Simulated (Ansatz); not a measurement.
C₂H₃Al (`C#[C][AlH2]`) from Hartree–Fock to CCSD(T)

```xyz
6

C     0.9866    0.8659   -1.2837
C     0.3360    0.2939   -0.4375
Al   -0.6881   -0.6041    0.8953
H     1.5596    1.3696   -2.0293
H    -2.0867   -0.0011    1.3149
H    -0.1075   -1.9242    1.5403
```

Total charge 0; spin multiplicity 1. All single points use the PBE0-D4/def2-TZVP geometry. Frozen core, restricted reference, Ansatz 0.2.0. CBS rows extrapolate triple and quadruple zeta; past MP2 they add the triple-zeta difference.

| basis | HF (Eh) | MP2 corr. |
| --- | --- | --- |
| def2-SVP | -319.19979 | -0.31152 |
| def2-TZVPP | -319.37340 | -0.37855 |
| def2-QZVPP | -319.38365 | -0.40367 |
| cc-pV(D+d)Z | -319.34367 | -0.31357 |
| cc-pV(T+d)Z | -319.37511 | -0.37986 |
| cc-pV(Q+d)Z | -319.38257 | -0.40426 |

(1) Estimate the CCSD correlation energy and the (T) correction in each basis where they were run (hartree).

Answers

(1) 
```tsv
basis	CCSD corr.	(T)
def2-SVP	-0.33939	-0.01343
def2-TZVPP	-0.40259	-0.01939
CBS(def2)	-0.44632	as TZ
cc-pV(D+d)Z	-0.34250	-0.01352
cc-pV(T+d)Z	-0.40362	-0.01953
CBS(cc)	-0.44539	as TZ
```
